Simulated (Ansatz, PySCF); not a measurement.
This PySCF input computes a CCSD(T)/cc-pVDZ energy:

```python
from pyscf import gto, scf, mp, cc as ccmod

mol = gto.M(
    atom='''
    C    -0.00541272    0.00514807    0.86088345
    C    -0.00020344   -0.64634739   -0.49579893
    C     0.00648613    0.64037189   -0.50345144
    H     0.90225350    0.00400638    1.46236727
    H    -0.92057007    0.01341463    1.45085018
    H    -0.00162276   -1.57792247   -1.03216063
    H     0.01471952    1.56546606   -1.05085530
    ''',
    basis='cc-pvdz',
    charge=0,
    spin=0,
    verbose=4,
)

mf = scf.RHF(mol)
mf.conv_tol = 1e-10
mf.max_cycle = 100
mf.kernel()
mp2 = mp.MP2(mf, frozen=3).run()
cc = ccmod.CCSD(mf, frozen=3)
cc.max_cycle = 100
cc.kernel()
et = cc.ccsd_t()
print(f'E(CCSD(T)) = {cc.e_tot + et:.9f}')
```

**Question.** Write an input for the same energy in Ansatz (an electronic-structure program) and say what it gives.

**Answer.** 
Ansatz 0.2 input:
```yaml
crystal:
  periodic: [false, false, false]
  atoms:
    - {symbol: C, position_ang: [-0.00541272, 0.00514807, 0.86088345]}
    - {symbol: C, position_ang: [-0.00020344, -0.64634739, -0.49579893]}
    - {symbol: C, position_ang: [0.00648613, 0.64037189, -0.50345144]}
    - {symbol: H, position_ang: [0.90225350, 0.00400638, 1.46236727]}
    - {symbol: H, position_ang: [-0.92057007, 0.01341463, 1.45085018]}
    - {symbol: H, position_ang: [-0.00162276, -1.57792247, -1.03216063]}
    - {symbol: H, position_ang: [0.01471952, 1.56546606, -1.05085530]}
basis:
  gaussian:
    orbitals: cc-pVDZ
magnetization: {spin_polarized: false}
correlation: {method: ccsd_t, electrons: outside_noble_gas}
```
It gives -116.27859 Eh, and PySCF -116.27859 Eh, a difference of 0.00 mEh.
